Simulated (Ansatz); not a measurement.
# Pd (model structure, started from the beta-W type, Pm-3n, No. 223, 8 atoms in the cell)

Computed with PBEsol (Ansatz, a first-principles code, PAW).

Numerical settings: plane-wave cutoff 500 eV, 16×16×16 k mesh, Fermi–Dirac smearing 0.1 eV, scalar-relativistic PAW data made under PBE.

Cell (relaxed at this level):

```
CELL_PARAMETERS angstrom
      4.92982     0.00000     0.00000
      0.00000     4.92982     0.00000
      0.00000     0.00000     4.92982
ATOMIC_POSITIONS crystal
  Pd 0.25000 0.00000 0.50000
  Pd 0.75000 0.00000 0.50000
  Pd 0.00000 0.50000 0.25000
  Pd 0.00000 0.50000 0.75000
  Pd 0.50000 0.25000 0.00000
  Pd 0.50000 0.75000 0.00000
  Pd 0.00000 0.00000 0.00000
  Pd 0.50000 0.50000 0.50000
```

band gap: zero (no gap)

Note: the relaxation could raise the start's symmetry but not lower it, so the cell can be a saddle point.

Spin–orbit coupling is not included.

Computed values are for the static lattice.

A model structure was made by putting elements into a prototype or built by hand; it is no filed structure, need not be a known phase, and can be a saddle point held by its symmetry.
